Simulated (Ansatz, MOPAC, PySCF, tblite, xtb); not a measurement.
Breaking a bond: BeH, doublet.

Levels of theory: GFN2-xTB, 300 K electronic temperature (tblite); UHF/cc-pVTZ (PySCF); UKS-CAM-B3LYP = PySCF with unrestricted CAM-B3LYP/cc-pVTZ; UKS-M06-2X = unrestricted M06-2X/cc-pVTZ run with PySCF; UKS-BLYP = unrestricted BLYP/cc-pVTZ (PySCF); UKS-PBE = Ansatz (a first-principles code) with unrestricted PBE/cc-pVTZ; UMP2 = MP2 on UHF/cc-pVTZ (PySCF); UCCSD = CCSD on UHF/cc-pVTZ (PySCF); UCCSD(T) = CCSD(T) on UHF/cc-pVTZ (PySCF); CASSCF(3,3)/cc-pVTZ (PySCF); NEVPT2 = SC-NEVPT2 on CASSCF(3,3)/cc-pVTZ, all electrons correlated in PySCF 2.14.0; PM6, unrestricted, heats of formation (MOPAC); GFN1-xTB (xtb); UKS-B3LYP/6-31G* = unrestricted B3LYP/6-31G*, spherical d (PySCF); UKS-LDA (SVWN5)/6-31G* = unrestricted LDA (SVWN5)/6-31G*, spherical d (PySCF); UKS-B3LYP/LANL2DZ = unrestricted B3LYP/LANL2DZ in PySCF 2.14.0.

Minimum and curvature come from a quartic fit to the scan points round the minimum, the wavenumber from the most abundant isotopes. The energy at the longest distance isn't given for restricted levels, nor where a curve turns over.

```
method                  R at the minimum / Å  force constant / mdyn Å⁻¹  E(4.72 Å) − E(min) / kJ/mol  harmonic wavenumber / cm⁻¹
----------------------  --------------------  -------------------------  ---------------------------  --------------------------
GFN2-xTB                               1.312                       1.89                        336.8                        1880
UHF                                    1.344                       2.38                        208.5                        2110
UKS-CAM-B3LYP                          1.342                       2.28                        241.0                        2060
UKS-M06-2X                             1.344                       2.28                        223.2                        2070
UKS-BLYP                               1.348                       2.17                        237.3                        2020
UKS-PBE                                1.357                       2.12                        231.0                        1990
UMP2                                   1.332                       2.39                        234.5                        2120
UCCSD                                  1.338                       2.27                        207.0                        2060
UCCSD(T)                               1.339                       2.26                        208.0                        2060
CASSCF(3,3)                            1.369                       2.05                        196.5                        1960
NEVPT2                                 1.344                       2.21                        218.8                        2040
PM6                                    1.322                       3.83                        247.8                        2680
GFN1-xTB                               1.297                       2.24                        328.8                        2050
UKS-B3LYP/6-31G*                       1.350                       2.29                        242.3                        2070
UKS-LDA (SVWN5)/6-31G*                 1.371                       2.11                        253.1                        1990
UKS-B3LYP/LANL2DZ                      1.361                       2.16                        233.8                        2010
```

The scan ran from 1.09 to 5.41 Å; beyond the distances shown one of the unrestricted levels run for this scan, shown here or not, changes its spin distribution in one step. The unrestricted determinant behind UHF, UMP2, UCCSD, UCCSD(T) is spin-contaminated at 2.05 to 4.72 Å (<S²> up to 1.0, against 0.75 for a pure doublet).
